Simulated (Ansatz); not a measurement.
```yaml
crystal:
  periodic: [true, true, true]
  atoms:
    - {symbol: B, position_ang: [-0.998469, 0.252625, -0.555360]}
    - {symbol: C, position_ang: [-0.030914, 0.878802, 0.382583]}
    - {symbol: Si, position_ang: [0.309829, -1.060048, -0.123600]}
    - {symbol: H, position_ang: [-1.560728, 0.669895, -1.513811]}
    - {symbol: H, position_ang: [0.110452, 0.559016, 1.418071]}
    - {symbol: H, position_ang: [0.408692, 1.860825, 0.217550]}
    - {symbol: H, position_ang: [0.502555, -1.696138, 1.198502]}
    - {symbol: H, position_ang: [1.350784, -1.522176, -1.079734]}
basis:
  gaussian: {orbitals: def2-SVPD}
hamiltonian: {xc: {name: B2PLYP}}
accuracy: high
scf: {lower_state_search: full}
```

```sh
$ ansatz run in.yaml --threads 2 --pin off --events-out ev --progress --plain --max-ram 4352MiB
```

Shortened log:

```
Error: YAML parse error: error: line 2 column 3: crystal: missing field `lattice` (a structure is typed as `lattice` and `atoms`, a molecule's as `atoms` in Å alone, or read from a run's directory, `checkpoint`)
 --> <input>:2:3
1 | crystal:
2 |   periodic: [true, true, true]
3 |   atoms:
4 |     - {symbol: B, position_ang: [-0.998469, 0.252625, -0.555360]}
```

Problem. What is wrong with this run?

Solution. The molecule is marked periodic without a cell. The program refused the input.
